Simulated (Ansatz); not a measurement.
`OC#CO` + H₂ → `C#CO` + H₂O at 600 K and 1 bar (hydrogenolysis of a C–O bond).

Computed with Ansatz on PBE0-D4/def2-TZVP structures; ΔE is electronic, products minus reactants. CCSD(T)/CBS adds triple-zeta CCSD(T) − MP2 to the extrapolated MP2 energy (def2 sets, frozen cores). This one scheme is used for every species. One conformer a species, not always the lowest.

```json
{"species": "`OC#CO`", "CCSD(T)/CBS energy (Eh)": "-227.53355", "H − E (kJ/mol)": "138.8", "S (J/(mol·K))": "330.9"}
{"species": "H₂", "CCSD(T)/CBS energy (Eh)": "-1.17544", "H − E (kJ/mol)": "43.9", "S (J/(mol·K))": "150.8"}
{"species": "`C#CO`", "CCSD(T)/CBS energy (Eh)": "-152.38380", "H − E (kJ/mol)": "116.0", "S (J/(mol·K))": "292.0"}
{"species": "H₂O", "CCSD(T)/CBS energy (Eh)": "-76.37941", "H − E (kJ/mol)": "76.8", "S (J/(mol·K))": "212.8"}
```

H − E and S are ideal-gas, rigid-rotor, harmonic terms from PBE0-D4/def2-TZVP, for one conformer and one mirror image of each species. The MP2-based limit puts H₂ 0.8 mEh under its directly extrapolated value; such offsets cancel only in part. 1 Eh = 2625.50 kJ/mol, R = 8.31446 J/(mol·K).

Question: By hand: ΔE, ΔH, ΔS and ΔG.

Answer: ΔE = (-152.38380) + (-76.37941) − (-227.53355) − (-1.17544) = -0.05422 Eh = -142.4 kJ/mol. Δ(H − E) = 116.0 + 76.8 − 138.8 − 43.9 = 10.1, so ΔH = -132.3 kJ/mol. ΔS = 292.0 + 212.8 − 330.9 − 150.8 = 23.1 J/(mol·K). ΔG = -132.3 − 600 × (23.1)/1000 = -146.2 kJ/mol.

Question: By hand: the equilibrium constant, and the temperature at which ΔG would vanish if ΔH and ΔS stayed fixed.

Answer: log₁₀ K = −ΔG/(RT ln 10) = 12.7. ΔH and −TΔS have one sign here, so there is no such temperature.

ΔH outweighs TΔS. A doubt of 5 kJ/mol in ΔE shifts log₁₀ K by 0.4 here. Other conformers and mirror images would add mixing entropy, several J/(mol·K) or more a flexible species. These are equilibria of isolated gas molecules and say nothing of rates. Largest T1 diagnostic: 0.013 (customary marks: 0.02 for closed shells, 0.045 for open ones).
